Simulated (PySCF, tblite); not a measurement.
**Question.** What does the GFN2-xTB structure of `[H]/N=C(\C)C(=C)F` look like in three dimensions?

**Answer.** 
```xyz
12
C4H6FN angstrom
C      2.092    0.360   -0.259
C      0.906   -0.213   -0.393
F      0.772   -1.304   -1.186
C     -0.341    0.222    0.255
C     -1.561   -0.592   -0.060
N     -0.276    1.233    1.011
H      2.182    1.223    0.372
H      2.962   -0.018   -0.765
H     -1.397   -1.628    0.236
H     -1.743   -0.583   -1.134
H     -2.434   -0.202    0.458
H     -1.160    1.500    1.439
```

Orientation and origin are arbitrary. Atoms count from 1 in this order. The 6 heavy atoms lie in one plane (0.002 Å rms). Of the pairs four or more bonds apart, N6···H7 is among the closest relative to their van der Waals radii: 2.54 Å, 92 % of the sum of Bondi's values. The 3 C–C bonds span 1.325 Å (C1=C2, drawn double) to 1.500 Å (C4–C5, drawn single), a spread of 0.175 Å.

Bonds between heavy atoms (Å): C1=C2 1.325, C2–F3 1.355, C2–C4 1.471, C4–C5 1.500, C4=N6 1.264.

The geometry is computed with GFN2-xTB (gas phase).

Point group: Cs (every atom within 0.08 Å of its image). Its GFN2-xTB frequencies are all real (lowest 60 cm⁻¹). One conformer, not necessarily the lowest (C1–C2–C4–C5 180°). 2 starts were optimised and ended at 0.00 and 0.99 kcal/mol (GFN2-xTB); the lowest of these is shown.
